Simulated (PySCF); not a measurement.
Molecule: SMILES FP(F)P(F)F, F4P2.

Mapped SMILES: `[F:1][P:2]([F:3])[P:4]([F:5])[F:6]`.

Geometry PBE0-D3(BJ)/def2-SVP throughout; GIAO in PySCF, gas phase, one conformer, non-relativistic; equivalent atoms averaged; functional PBE0.

Task: How do the absolute shieldings σ depend on the basis set? (ppm; last column core-seconds on 1 thread of an Arm Neoverse V1, shared host)

Result: 
```csv
basis set,functions,F1/F3/F5/F6,P2/P4,core-s
STO-3G,38,442.0,336.3,1.9
6-31G,62,317.2,108.1,3.6
6-31G*,92,311.6,115.3,5.2
def2-SVP,92,313.5,142.5,4.8
"6-311+G(2d,p)",178,297.0,57.3,12
def2-TZVP,198,292.2,32.5,14
```

Task: Which nucleus moves most, in ppm?

Result: P2/P4 (phosphorus bonded to 2 F, P): from 32.5 ppm with def2-TZVP to 336.3 ppm with STO-3G. The smallest spread is 149.8 ppm, at F1/F3/F5/F6.

Task: Taking the largest basis, def2-TZVP (198 functions), as the yardstick, rank the others by their worst heavy-atom deviation.

Result: 6-311+G(2d,p) 24.8 ppm (178 functions), 6-31G 75.6 ppm (62 functions), 6-31G* 82.8 ppm (92 functions), def2-SVP 110.0 ppm (92 functions), STO-3G 303.8 ppm (38 functions).

A small basis that lands close on one nucleus may do so by chance; judge by the trend and by all nuclei.
